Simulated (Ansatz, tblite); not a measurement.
Spin states of the cluster Si3⁻ (the lowest doublet isomer of a short search), each relaxed with PBE-D4/def2-TZVPD in Ansatz. Electronic energies in the gas phase.

The xTB rows come from tblite. LC-ωPBE has ω = 0.4 bohr⁻¹. B3LYP takes the VWN-RPA correlation. Correlated methods freeze 15 core orbitals. In CCSD on the charge -1 quartet the largest single amplitude is 0.17, so its Hartree–Fock determinant may place the open shell otherwise than the density functionals do. The structure comes from a short search, and lower isomers may exist.

Doublet geometry (C2v within 0.1 Å):

```xyz
3

Si    0.1882    0.6083    1.2174
Si   -1.2144   -0.4093   -0.4950
Si    1.0262   -0.1991   -0.7224
```

Quartet geometry (C2v within 0.1 Å):

Cartesian coordinates in Å:
```
Si 0.368 -0.682 1.173
Si 0.694 1.068 -0.594
Si -1.062 -0.386 -0.579
```

⟨S²⟩: doublet 0.76 at PBE0-D4/def2-TZVPD (pure 0.75), quartet 3.81 at PBE0-D4/def2-TZVPD (pure 3.75).

Run but left out: HF/STO-3G (doublet: ⟨S²⟩ 1.26, where a pure state has 0.75); HF/def2-TZVPD, HF/def2-TZVPPD, MP2/def2-TZVPD, MP2/def2-TZVPPD (quartet: ⟨S²⟩ 4.14, where a pure state has 3.75).

Only these spin states were relaxed.

```
               level  quartet − doublet (kJ/mol)  lowest of these                                                              remarks
            GFN1-xTB                       131.5          doublet                                                                    –
   PBE-D4/def2-TZVPD                       135.3          doublet                 HOMO above zero (doublet), HOMO above zero (quartet)
r2SCAN-D4/def2-TZVPD                       133.1          doublet                 HOMO above zero (doublet), HOMO above zero (quartet)
   B97M-V/def2-TZVPD                       148.2          doublet                 HOMO above zero (doublet), HOMO above zero (quartet)
 B3LYP-D4/def2-TZVPD                       144.6          doublet                                            HOMO above zero (quartet)
  PBE0-D4/def2-TZVPD                       138.8          doublet                                            HOMO above zero (quartet)
  LC-ωPBE/def2-TZVPD                       141.7          doublet                              spin-contaminated (⟨S²⟩ 3.93) (quartet)
  ωB97X-V/def2-TZVPD                       158.4          doublet                                                                    –
  RPA@PBE/def2-TZVPD                       142.0          doublet                                                                    –
    CCSD/def2-TZVPPD                       141.2          doublet  large T1 (0.060) (quartet), spin-contaminated (⟨S²⟩ 4.14) (quartet)
 CCSD(T)/def2-TZVPPD                       144.5          doublet  large T1 (0.060) (quartet), spin-contaminated (⟨S²⟩ 4.14) (quartet)
```

Change of the quartet − doublet gap on mixing in exact exchange, in kJ/mol: PBE to PBE0 (25 % exact exchange) 3.4.

The xTB methods have no spin-polarisation term.
